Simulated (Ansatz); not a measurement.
Born–Oppenheimer molecular dynamics of C2H4 + H2O (9 atoms, charge 0, multiplicity 1). It starts from a relaxed structure.

The calculation used UKS B3LYP-D4/STO-3G (Ansatz).

```yaml
ensemble: NVT, Langevin thermostat
time_step: 0.5 fs
steps_asked: 100
set_temperature: 1000 K
friction: 0.01 /fs
seed: 202511
```

First frame:

```xyz
9
Properties=species:S:1:pos:R:3
O 0.561 0.180 -2.072
H -0.278 0.728 -2.291
H 0.200 -0.742 -2.335
C -0.653 -0.127 1.437
C 0.496 0.074 0.793
H -1.605 -0.252 0.904
H -0.719 -0.179 2.531
H 1.434 0.192 1.353
H 0.564 0.127 -0.321
```

Problem. How far do the bonds stretch over the last three quarters of this one trajectory? (Pairs bonded in most of those frames.)

Solution. 
```json
{"bond": "O1–H2", "mean (Å)": "1.030", "spread (Å)": "0.038", "shortest": "0.96", "longest": "1.10"}
{"bond": "O1–H3", "mean (Å)": "1.032", "spread (Å)": "0.019", "shortest": "1.00", "longest": "1.07"}
{"bond": "C4–C5", "mean (Å)": "1.338", "spread (Å)": "0.024", "shortest": "1.30", "longest": "1.37"}
{"bond": "C4–H6", "mean (Å)": "1.106", "spread (Å)": "0.046", "shortest": "1.03", "longest": "1.19"}
{"bond": "C4–H7", "mean (Å)": "1.108", "spread (Å)": "0.037", "shortest": "1.04", "longest": "1.18"}
{"bond": "C5–H8", "mean (Å)": "1.105", "spread (Å)": "0.027", "shortest": "1.06", "longest": "1.15"}
{"bond": "C5–H9", "mean (Å)": "1.113", "spread (Å)": "0.036", "shortest": "1.04", "longest": "1.19"}
```

Mean temperature of the second half: 767 K. The mean temperature of the second half is 23 % below the set value. A run of 0.05 ps of so small a system gives no equilibrium averages. Limits of this set-up: minimal basis.

Time of the run: 2.3 min on 1 thread of Arm Neoverse V1, with other jobs on the host, peak memory 0.095 GiB.
